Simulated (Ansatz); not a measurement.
Geometry optimisation, UHF/def2-SVP in Ansatz 0.2.0.

Input file:

```yaml
crystal:
  periodic: [false, false, false]
  atoms:
    - { symbol: B, position_ang: [0.0, 0.0, 0.0] }
    - { symbol: Cl, position_ang: [0.0, 0.0, 2.11] }
    - { symbol: C, position_ang: [1.3856, 0.0, -0.8] }
    - { symbol: H, position_ang: [1.7152, -1.0462, -0.9702] }
    - { symbol: H, position_ang: [1.2491, 0.508, -1.7774] }
    - { symbol: H, position_ang: [2.1552, 0.5381, -0.2082] }
    - { symbol: H, position_ang: [-1.0305, 0.0, -0.595] }
    - { symbol: H, position_ang: [0.0, 0.0, 3.78] }
magnetization:
  spin_polarized: true
  initial_magnetization: 1
basis:
  gaussian: { orbitals: def2-SVP }
hamiltonian:
  xc: hf
relax:
  f_tol: 0.15
  max_steps: 25
  restrain:
    - { distance: [1, 7], at: 1.37, k: 30.0 }
    - { distance: [0, 1], at: 3.06, k: 30.0 }
```

Run as:

```bash
$ ansatz run input.yaml --threads 1 --pin off --max-ram 2048MiB --backend cpu --events-out ev --progress --plain --runs-dir out
```

Where does it end, and by what steps?

It converged. The restraints hold the end off the free minimum. After 18 steps the energy has fallen by 0.912 eV (the restraints' own energy left out); H8 moved furthest, 1.14 Å. Parted: B1–Cl2 (2.11 → 3.06 Å).

```
step  energy less start (eV)  largest force component (eV/Å)  accepted
   0                  0.0000                           4.038       yes
   1                  0.2330                           2.939       yes
   2                 -0.2147                           1.934       yes
   3                 -0.5083                           1.513       yes
   4                 -0.6298                           2.738       yes
   5                 -0.7556                           1.795       yes
   6                 -0.8133                           1.657       yes
   7                 -0.7617                           2.185        no
   8                 -0.8320                           1.580       yes
   9                 -0.8458                           1.534       yes
  10                 -0.8609                           1.414       yes
  11                 -0.8775                           1.177       yes
  12                 -0.8891                           1.383       yes
  13                 -0.8707                           1.669        no
  14                 -0.8971                           1.340       yes
  15                 -0.8993                           1.533       yes
  16                 -0.8994                           1.593       yes
  17                 -0.8790                           1.945        no
  18                 -0.9122                           1.449       yes
```

```xyz
8
Properties=species:S:1:pos:R:3
B -0.121 0.495 -0.442
Cl -0.014 0.550 2.619
C 1.361 0.058 -0.707
H 1.615 -0.917 -0.281
H 1.448 -0.043 -1.798
H 2.102 0.792 -0.391
H -1.083 -0.213 -0.380
H 0.167 -0.722 2.919
```

Time of the run: 26 s on 1 thread of Arm Neoverse V1, with other jobs on the host, peak memory 0.15 GiB.
